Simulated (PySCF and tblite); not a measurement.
The numbers below are computed, except where a source is named.
Rotation: stationary points, barriers and rates

System: C4H7NS, numbered as in [CH3:1][NH:2]/[CH:3]=[CH:4]\[CH:5]=[S:6].

Motion: rotation about the C3–N2 bond (torsion C4–C3–N2–C1 from 180° to 347°, rising). Geometries: GFN2-xTB; energies: PBE0/pcSseg-1 + D3(BJ); zero-point and thermal terms from GFN2-xTB harmonic modes (soft modes blended into free rotors). Rates follow Eyring's equation with the number of equivalent paths and no tunnelling. Programs: tblite and PySCF.

```csv
point,symmetry,E(GFN2) kcal/mol,E(DFT) kcal/mol,ZPE change kcal/mol,lowest mode cm⁻¹,dipole D
start,Cs,0.0,0.0,0.00,93,4.87
saddle,C1,24.4,28.8,-0.58,403i,1.88
end,C1,10.6,12.2,0.38,95,5.13
```

```
Electronic barrier                                      : 28.8 kcal/mol
Barrier with zero-point energy                          : 28.2 kcal/mol
ΔH‡ (298 K)                                             : 28.0 kcal/mol
ΔS‡ (298 K, symmetry apart)                             : -1.8 cal/(mol K)
Paths                                                   : 2 equivalent paths
End point                                               : a different minimum
Mean lifetime of the start against this motion at 298 K : 2 years
Cost                                                    : 57 s on 1 thread of Intel Xeon Platinum 8488C, on a host shared with other jobs (rough), peak memory 0.73 GiB, launched as `OMP_NUM_THREADS=1 python ens_run.py task.json out`
```

| T/K | ΔG‡ kcal/mol | k s⁻¹ | ΔG kcal/mol | k back s⁻¹ |
| --- | --- | --- | --- | --- |
| 150 | 28.3 | 3.2×10⁻²⁹ | 12.6 | 4.1×10⁻¹¹ |
| 200 | 28.4 | 7.9×10⁻¹⁹ | 12.7 | 2.7×10⁻⁵ |
| 250 | 28.4 | 1.4×10⁻¹² | 12.7 | 0.083 |
| 298 | 28.5 | 1.6×10⁻⁸ | 12.7 | 15 |
| 350 | 28.6 | 2.1×10⁻⁵ | 12.7 | 849 |
| 400 | 28.7 | 0.0036 | 12.7 | 1.5×10⁴ |
| 500 | 28.8 | 5.2 | 12.7 | 8.9×10⁵ |

ΔG and ΔG‡ leave out symmetry numbers and mirror images; rates count paths: 2 out, 1 back.
